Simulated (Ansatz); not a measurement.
GeAsH3 (H-bridged), triplet: the ladder up to UCCSDT(Q)

Geometry: that of the GeAsH3 (H-bridged), singlet, kept fixed. The singlet lies 1.0 eV lower here.

```xyz
5

Ge   -0.0184    0.0000    1.1160
As   -0.0047    0.0000   -1.1350
H     1.3379    0.0000   -0.1370
H     0.1701    1.2375    2.0381
H     0.1701   -1.2375    2.0381
```

Basis cc-pVDZ; Ansatz 0.2.0. Correlated methods freeze the noble-gas cores and the filled d shells of p-block atoms, which leaves 12 electrons in 41 orbitals. R marks a restricted (for open shells ROHF) determinant, U an unrestricted one. Active spaces: valence = (12e, 11o) chosen from the atoms' valence shells. No spin–orbit coupling is included, and no scalar relativity.

Full CI isn't at hand for all of this; UCCSDT(Q) serves as the reference, and is uncertain by about the last step of the cluster series. The frozen core follows each run's orbitals, which can shift R against U totals by a few meV for light atoms and by up to 0.1 eV past Ca.

```
UHF ⟨S²⟩                          : 2.068
T1 diagnostic (RCCSD)             : 0.0273
largest doubles amplitude (RCCSD) : 0.045
T1 diagnostic (UCCSD)             : 0.0230
```

```
   level  E − E(RHF) (eV)
     UHF          -0.2680
    UMP2          -5.2225
   UCCSD          -6.2791
UCCSD(T)          -6.4768
```

Q: Estimate how far UCCSDT(Q) in cc-pVDZ lies from UCCSD(T). The table doesn't fix it; the size of (T) and the diagnostics are the guide.

A: UCCSDT(Q) in cc-pVDZ lies 48 meV below UCCSD(T), which is 24 % of the (T) step (-198 meV). The diagnostics are small and the rest is a small part of (T), but (T) is large here. The miss exceeds 1 kcal/mol.

The other levels:

| level | E − E(UCCSDT(Q)) (meV) | share of correlation (%) | wall time |
| --- | --- | --- | --- |
| UCCSDT | 12 | 99.82 | – |

The correlation energy at UCCSDT(Q), counted from RHF, is -6.525 eV. That run took 6.5 s on 2 threads of AMD EPYC 7R13 with a shared H100 80 GB, shared host.

Run but not shown, since their state or frozen core can't be matched to the reference's or they repeat it: RHF, RMP2, CISD, RCCSD, RCCSD(T), BCCD(T), RCCSDT, RCCSDT(Q), CASSCF (valence space), NEVPT2 (valence space), MRCISD (valence space), MRCISD+Q (valence space).

Times hold each run's SCF and search for its determinant on a shared host, so for small cases they say little of a method's own cost; they ran on 1 thread of AMD EPYC 7R13.

Natural occupations of CASSCF (valence space) about the gap: 1.978 1.966 1.965 1.952 1.001 1.000 0.053 0.047 0.026 0.019; effectively unpaired electrons, Σ n²(2−n)², 2.04.
